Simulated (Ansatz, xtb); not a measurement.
# Two isomers of C3H3NS

We compare a, `N#C[C@@H]1CS1`, a singlet, with b, `CC(=S)C#N`, a singlet. Both are isolated molecules in the gas phase, relaxed with B3LYP-D3(BJ)/def2-SVP.

Quicker runs give these differences E(b) − E(a): GFN2-xTB +1.88 kcal/mol; HF/STO-3G +8.29 kcal/mol (at GFN2-xTB geometries); r2SCAN-D4/def2-SVP −3.01 kcal/mol (at GFN2-xTB geometries).

Which of the two would you expect CCSD(T)/def2-SVP + ΔMP2/def2-TZVPP electronic energies to favour?

Structure b; the calculation gives E(b) − E(a) = −1.49 kcal/mol.

Level by level:

```json
{"level": "GFN2-xTB", "geometry": "GFN2-xTB", "E(b) − E(a) (kcal/mol)": "+1.88", "departure from the last row (kcal/mol)": "+3.37", "job, with rough time for the two": "optimisation, 0.19 s"}
{"level": "HF/STO-3G", "geometry": "GFN2-xTB", "E(b) − E(a) (kcal/mol)": "+8.29", "departure from the last row (kcal/mol)": "+9.78", "job, with rough time for the two": "single point, 0.49 s"}
{"level": "r2SCAN-D4/def2-SVP", "geometry": "GFN2-xTB", "E(b) − E(a) (kcal/mol)": "−3.01", "departure from the last row (kcal/mol)": "−1.52", "job, with rough time for the two": "single point, 2.7 s"}
{"level": "B3LYP-D3(BJ)/def2-SVP", "geometry": "B3LYP-D3(BJ)/def2-SVP", "E(b) − E(a) (kcal/mol)": "−4.62", "departure from the last row (kcal/mol)": "−3.13", "job, with rough time for the two": "optimisation, 32 s"}
{"level": "HF/def2-SVP", "geometry": "B3LYP-D3(BJ)/def2-SVP", "E(b) − E(a) (kcal/mol)": "−2.42", "departure from the last row (kcal/mol)": "−0.93", "job, with rough time for the two": "part of the CCSD(T) run"}
{"level": "MP2/def2-SVP", "geometry": "B3LYP-D3(BJ)/def2-SVP", "E(b) − E(a) (kcal/mol)": "−4.21", "departure from the last row (kcal/mol)": "−2.72", "job, with rough time for the two": "part of the CCSD(T) run"}
{"level": "CCSD(T)/def2-SVP", "geometry": "B3LYP-D3(BJ)/def2-SVP", "E(b) − E(a) (kcal/mol)": "−5.61", "departure from the last row (kcal/mol)": "−4.12", "job, with rough time for the two": "single point"}
{"level": "CCSD(T)/def2-SVP + ΔMP2/def2-TZVPP", "geometry": "B3LYP-D3(BJ)/def2-SVP", "E(b) − E(a) (kcal/mol)": "−1.49", "departure from the last row (kcal/mol)": "", "job, with rough time for the two": "single point, 19 s"}
```

As drawn, b has 1 C=S in place of 2 C–S. Structure a has a 3-membered ring, b no ring.

GFN2-xTB, HF/STO-3G put the two in the other order. The largest departure from CCSD(T)/def2-SVP + ΔMP2/def2-TZVPP is that of HF/STO-3G, 9.78 kcal/mol. The last row adds to CCSD(T) the change of the MP2 difference between the two basis sets, here +4.12 kcal/mol, a large step that makes the value less sure.

With harmonic frequencies from B3LYP-D3(BJ)/def2-SVP (ideal gas, rigid rotor, one conformer each, 298.15 K, 1 atm): on the last row, ΔE + ΔZPE = −2.18, ΔH = −1.78, ΔG = −2.74 kcal/mol.

The correlated steps freeze 9 core orbitals. Mirror images aren't counted in ΔG. Run with Ansatz 0.2.0, xtb 6.7.1; the last row on 2 threads of Intel(R) Xeon(R) Processor @ 2.70GHz on a shared host.
